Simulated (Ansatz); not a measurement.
Rock-salt HfC was calculated with LDA (plane waves, PAW; Ansatz, a first-principles code).

Run with plane-wave cutoff 520 eV, 16×16×16 k mesh, Fermi–Dirac smearing 0.1 eV, perturbation theory, force constants from a 4×4×4 q mesh, scalar-relativistic PAW data made under PBE.

Computed at the level's own relaxed cell. Harmonic vibrational thermodynamics at fixed volume:

| T (K) | S_vib (J/K per mol of atoms) | C_V (J/K per mol of atoms) | F_vib (eV/atom) |
|---|---|---|---|
| 100 | 4.81 | 8.25 | 0.0677 |
| 300 | ? | ? | ? |
| 400 | ? | ? | ? |
| 500 | ? | ? | ? |
| 600 | ? | ? | ? |
| 700 | ? | ? | ? |
| 900 | ? | ? | ? |

Fill in the missing entries.


- 300, S_vib (J/K per mol of atoms): 19.35
- 300, C_V (J/K per mol of atoms): 18.61
- 300, F_vib (eV/atom): 0.0419
- 400, S_vib (J/K per mol of atoms): 25.05
- 400, C_V (J/K per mol of atoms): 20.87
- 400, F_vib (eV/atom): 0.0188
- 500, S_vib (J/K per mol of atoms): 29.85
- 500, C_V (J/K per mol of atoms): 22.15
- 500, F_vib (eV/atom): -0.0097
- 600, S_vib (J/K per mol of atoms): 33.97
- 600, C_V (J/K per mol of atoms): 22.93
- 600, F_vib (eV/atom): -0.0428
- 700, S_vib (J/K per mol of atoms): 37.54
- 700, C_V (J/K per mol of atoms): 23.43
- 700, F_vib (eV/atom): -0.0799
- 900, S_vib (J/K per mol of atoms): 43.51
- 900, C_V (J/K per mol of atoms): 24.00
- 900, F_vib (eV/atom): -0.1641

The crystal is taken as a harmonic solid at every temperature: melting, phase changes and thermal expansion are not seen, nor the electrons' share in a metal.
